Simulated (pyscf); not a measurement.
`[OH2]` + `[NH2][Ga]([OH])[F]` -> `[OH][Ga]([OH])[F]` + `[NH3]`, a four-centre exchange (singlet surface; H–O, Ga–N broken, Ga–O, H–N formed). PySCF, gas phase, ωB97X-D3(BJ)/def2-SVP geometries. Energies in eV from the separated reactants.

Small-basis levels: PySCF, no dispersion term, spherical d functions. AM1 to PM7: differences of heats of formation from MOPAC, which are fitted to 298 K values and so differ in kind from electronic energies by zero-point and thermal terms. GFN2-xTB: tblite. Cost: rough CPU time at the saddle relative to B3LYP/6-31G*+LANL2DZ, from one job on a shared machine.

```csv
level,barrier,reaction energy,cost
HF/STO-3G,-0.48,+0.17,0.06
HF/6-31G*+LANL2DZ,-0.30,-0.32,0.1
SVWN5/6-31G*+LANL2DZ,-1.51,-0.32,0.9
BP86/6-31G*+LANL2DZ,-0.96,-0.39,1
PBE/6-31G*+LANL2DZ,-1.04,-0.39,1
B3LYP/STO-3G,-0.64,-0.05,0.9
B3LYP/3-21G,-2.00,-0.24,0.9
B3LYP/6-31G*+LANL2DZ,-0.84,-0.39,1
B3LYP/6-311+G**+LANL2DZ,-0.40,-0.12,2
GFN2-xTB,-0.43,-0.36,under 0.02
AM1,0.75,+1.10,under 0.02
PM6,0.17,-0.06,under 0.02
ωB97M-D3(BJ)/def2-TZVP,-0.46,-0.16,–
```

Against the last row the barrier runs from -1.53 (B3LYP/3-21G) to +1.21 eV (AM1). ωB97M-D3(BJ)/def2-TZVP has limits of its own. On the reactant side the descent ends in an adduct with a Ga–O contact, 0.81 eV under the separated species and 0.30 eV under the saddle at ωB97X-D3(BJ)/def2-TZVP. On the product side the descent ends in an adduct with a Ga–N contact, 1.38 eV under the separated species and 1.01 eV under the saddle at ωB97X-D3(BJ)/def2-TZVP. At ωB97M-D3(BJ) the saddle lies under the separated reactants, which points to a path from their complex (located at ωB97X-D3(BJ) alone). At ωB97M-D3(BJ) the saddle lies under the separated products, which points to a path from their complex (located at ωB97X-D3(BJ) alone). What is counted as formed (Ga–O) is already present as a longer contact in the reactant adduct; forming that adduct is a step of its own. What is counted as broken (Ga–N) persists as a longer contact in the product adduct; parting that adduct is a step of its own. This is the saddle that the search found; another between the same sides may lie lower. In the def2 sets elements up to Kr have no core potential.
